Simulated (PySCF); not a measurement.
## Electronic absorption of fluoroacetylene

Compound: fluoroacetylene, C₂HF.
SMILES: `C#CF`

Method: TDDFT CAM-B3LYP/def2-SVPD, vertical, gas phase, core orbitals frozen in the response in PySCF. Geometry: PBE0-D3(BJ)/def2-SVP; no solvent, vibrations or thermal averaging.

Task: List the vertical singlet excitations with oscillator strengths and describe the spectrum.

Result: 

| state | E (eV) | λ (nm) | f | symmetry | main configurations (H = HOMO, L = LUMO) |
| --- | --- | --- | --- | --- | --- |
| S1 | 7.10 | 174.7 | 0.0000 | – | H-1/H→L+2 (49%), H-1/H→L+3 (49%) |
| S2 | 7.18 | 172.6 | 0.046 | Π | H-1/H→L (≥96%) |
| S3 | 7.18 | 172.6 | 0.046 | Π | H-1/H→L (≥96%) |
| S4 | 7.36 | 168.4 | 0.0000 | – | H-1/H→L+3 (49%), H-1/H→L+2 (49%) |
| S5 | 7.36 | 168.4 | 0.0000 | – | H-1/H→L+3 (49%), H-1/H→L+2 (49%) |
| S6 | 8.77 | 141.4 | 0.0072 | Π | H-1/H→L+1 (97%) |
| S7 | 8.77 | 141.4 | 0.0072 | Π | H-1/H→L+1 (97%) |
| S8 | 9.80 | 126.5 | 0.043 | Π | H-1/H→L+4 (86%), H-1/H→L+7 (11%) |
| S9 | 9.80 | 126.5 | 0.043 | Π | H-1/H→L+4 (86%), H-1/H→L+7 (11%) |

Triplets (Tamm–Dancoff): T1 5.82 eV, H-1/H→L+3 (≥47%), H-1/H→L+2 (≥47%); T2 6.39 eV, H-1/H→L+2 (≥48%), H-1/H→L+3 (≥48%); T3 6.39 eV, H-1/H→L+2 (≥48%), H-1/H→L+3 (≥48%).

The lowest singlet lies at 7.10 eV (175 nm, vacuum ultraviolet) and is dark (f under 0.0005); its leading configuration is HOMO-1/HOMO→LUMO+2 (49%). The strongest level in the table is S2/S3 at 7.18 eV (173 nm, f = 0.093 summed). S2/S3, S4/S5, S6/S7 and S8/S9 lie within about 0.01 eV of each other in each set; the point group C∞v has degenerate representations, and within a degenerate level the listed configurations can mix freely. Löwdin shares by element: HOMO (one of a set within 0.03 eV) carbon 82%, fluorine 13%, hydrogen 4%; LUMO carbon 80%, fluorine 18%. Orbital energies (eV): HOMO-3 -16.54, HOMO-2 -16.40, HOMO-1 -9.74, HOMO -9.74, LUMO 1.05, LUMO+1 2.17, LUMO+2 2.55. The oscillator strengths of these states sum to 0.194; summed over the whole spectrum of an exact calculation they would give the number of electrons, 22 (Thomas–Reiche–Kuhn). Weighted by f, the mean energy of these states is 8.47 eV. The vertical ionisation energy (ΔSCF) is 11.31 eV, 1.51 eV above S9. Symmetry labels in C∞v follow from the direction of the transition dipole and are given only for states with f of 0.002 or more. Orbitals of the list HOMO-3 to LUMO+2 that lie within 0.01 eV of each other are written together with a slash and their weights summed (≥ marks a lower bound); for degenerate orbitals outside that list single weights are arbitrary. Singlets were solved by full linear response, triplets in the Tamm–Dancoff approximation. The highest level found (10.61 eV, f 0.0000 so far) is left out, since the window may have cut off a degenerate partner.
